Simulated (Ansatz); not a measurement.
# AlBe− (triplet): from Hartree-Fock to the top rungs, aug-cc-pVDZ

Aim: climb from Hartree-Fock through coupled cluster and multireference methods for AlBe− (triplet) at one geometry and basis, and see what each rung misses.

Computed with Ansatz 0.2.0, Gaussian basis. Level: aug-cc-pVDZ, core rule «outside noble gas», up to 6 orbitals frozen.

The runs, in order: UHF; CCSD(T) on ROHF; CCSD(T) on UHF; BCCD(T) on ROHF; CISD as a restricted active space (open shells left free, so some higher excitations enter); CCSDT(Q) on ROHF; CCSDT(Q) on UHF; CASSCF and MRCISD+Q, 6 electrons in 8 orbitals; CASSCF and MRCISD+Q(relaxed), 6 electrons in 8 orbitals; CASSCF and NEVPT2, 6 electrons in 8 orbitals.

28 further runs of the same task are left out: 5 for a known fault of the program, 11 that didn't finish, 12 set aside as unsound or not needed. Runs told in other sessions of the task aren't counted.

## 1. The geometry

The geometry is a PBE0/def2-TZVP stationary point (not a proven minimum) of the parent state, kept for this charge and spin.

2 atoms, charge -1, spin multiplicity 3.

Atoms are counted from 1 here; the program's logs count them from 0.

No contacts short enough for the rule that draws bonds.

As a file:

```xyz
2
AlBe
Al    0.00000    0.00000    0.00000
Be    0.00000    0.00000    2.41250
```

## 2. UHF

in.yaml

```yaml
crystal:
  periodic: [false, false, false]
  atoms:
    - {symbol: Al, position_ang: [0.000000, 0.000000, 0.000000]}
    - {symbol: Be, position_ang: [0.000000, 0.000000, 2.412500]}
basis:
  gaussian: {orbitals: aug-cc-pVDZ}
total_charge: -1
magnetization: {spin_polarized: true, initial_magnetization: 2}
hamiltonian: {xc: hf}
output: {orbitals: {seedname: orbitals}}
```

On the command line:

```console
ansatz run in.yaml --threads 1 --pin off --events-out ev --progress --plain --max-ram 2393MiB
```

After this run come: CCSD(T) on ROHF; CCSD(T) on UHF; BCCD(T) on ROHF; CISD as a restricted active space (open shells left free, so some higher excitations enter); CCSDT(Q) on ROHF; CCSDT(Q) on UHF; CASSCF and MRCISD+Q, 6 electrons in 8 orbitals; CASSCF and MRCISD+Q(relaxed), 6 electrons in 8 orbitals; CASSCF and NEVPT2, 6 electrons in 8 orbitals.

**Question.** What will the summary of the whole plan be? Wanted: RCCSDT(Q) from the RHF energy; RMP2 from RCCSDT(Q); UMP2 from RCCSDT(Q); RCCSD from RCCSDT(Q); RCCSD(T) from RCCSDT(Q); UCCSD(T) from RCCSDT(Q); UCCSDT(Q) from RCCSDT(Q); NEVPT2 valence from RCCSDT(Q); MRCISD+Q valence from RCCSDT(Q).

As calculated:

| quantity | value |
| --- | --- |
| RCCSDT(Q) from the ROHF energy | -3.5066 eV |
| RMP2 from RCCSDT(Q) | +99.3 kJ/mol |
| UMP2 from RCCSDT(Q) | +102.7 kJ/mol |
| RCCSD from RCCSDT(Q) | +32.3 kJ/mol |
| RCCSD(T) from RCCSDT(Q) | +7.9 kJ/mol |
| UCCSD(T) from RCCSDT(Q) | +8.1 kJ/mol |
| UCCSDT(Q) from RCCSDT(Q) | -0.2 kJ/mol |
| NEVPT2 valence from RCCSDT(Q) | +48.1 kJ/mol |
| MRCISD+Q valence from RCCSDT(Q) | -1.6 kJ/mol |
| MRCISD+Q(relaxed) valence from RCCSDT(Q) | -3.5 kJ/mol |
| levels within 1 kcal/mol (43 meV) | RCCSDT, UCCSDT, UCCSDT(Q), MRCISD+Q valence, MRCISD+Q(relaxed) valence |
| T1 diagnostic | 0.036 |
| effectively unpaired electrons | 2.29 |

What this shows: RCCSD(T) misses by +7.9 kJ/mol, 2.3 % of the correlation energy. The occupations show static correlation (2.29 effectively unpaired electrons where one determinant has 2). Of the multireference levels listed MRCISD+Q valence comes nearest in total energy (-1.6 kJ/mol), which doesn't show that its space is the better one. Coupled cluster took another determinant than the lowest Hartree-Fock one. These misses are within one basis, not against nature; the frozen cores of restricted and unrestricted runs differ, which can shift their rows.

With open shells the CI space here admits some higher excitations, so it is larger than plain CISD.
